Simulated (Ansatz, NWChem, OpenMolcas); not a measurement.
**BHF2 (SMILES FBF): methods side by side**

BHF2: 4 atoms, total charge 0, spin state singlet. SMILES: `FBF`. The shape is that of a PBE0-D4/def2-TZVP optimisation.

Quantity: the HOMO–LUMO gap, in eV. The values are calculated.

```tsv
level	kind	program	value (eV)	CPU time
B3LYP/def2-TZVPP	global hybrid	Ansatz	10.01	4.8 s
BHLYP/def2-TZVPP	global hybrid	NWChem	?	17 s
M06-2X/def2-TZVPP	hybrid meta-GGA	OpenMolcas	13.06	30 s
CAM-B3LYP/def2-TZVPP	range-separated hybrid	Ansatz	13.14	5.5 s
HSE06/def2-TZVPP	range-separated hybrid	Ansatz	?	5.7 s
wB97X/def2-TZVPP	range-separated hybrid	NWChem	15.45	1.7 min
B2PLYP/def2-TZVPP	double hybrid	OpenMolcas	13.51	20 s
PBE-QIDH/def2-TZVPP	double hybrid	Ansatz	15.27	6.6 s
```

Estimate what the levels marked ? give.

As computed at these levels: BHLYP/def2-TZVPP: 13.22 eV; HSE06/def2-TZVPP: 9.74 eV. The values span 9.74 to 15.45 eV. Orbital gaps aren't excitation energies, and those of double hybrids come from the SCF part alone. CPU times are rough (shared hosts, several kinds of processor): they show what a rung costs within a factor of a few.
